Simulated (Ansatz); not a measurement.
## Rutile PbO2

All values below come from r²SCAN-D4 (Ansatz, an electronic-structure program, PAW).

Run with plane-wave cutoff 560 eV, 12×12×16 k mesh (along the axes of the cell as run), Fermi–Dirac smearing 0.05 eV, scalar-relativistic PAW data made under PBE.

Cell: relaxed at this level.

| Item | Value |
|---|---|
| equilibrium volume per atom | 14.01 Å³/atom |
| bulk modulus B0 | 138 GPa |
| equilibrium lattice constant a | 4.970 Å |
| c axis length | 3.403 Å |
| pressure derivative B′ of the bulk modulus | 5.8 |

Measured, for comparison: lattice constant a 4.958 Å (room temperature, not corrected to a static lattice, our sources range from 4.950 to 4.958; as tabulated in Hiroi (2015), arXiv:1503.02262); lattice parameter c 3.388 Å (room temperature, not corrected to a static lattice; as tabulated in Hiroi (2015), arXiv:1503.02262). Computed (rounded) less measured: lattice constant a +0.2 % (+0.2 % to +0.4 % over the range), lattice parameter c +0.4 %.

Note: the bulk modulus comes from volumes at which shape and atoms were relaxed.

Spin–orbit coupling is not included; it can shift volumes and moduli of such heavy elements.

The computed numbers hold no vibrational or temperature effects.

The result took around 40 core-minutes (rough).
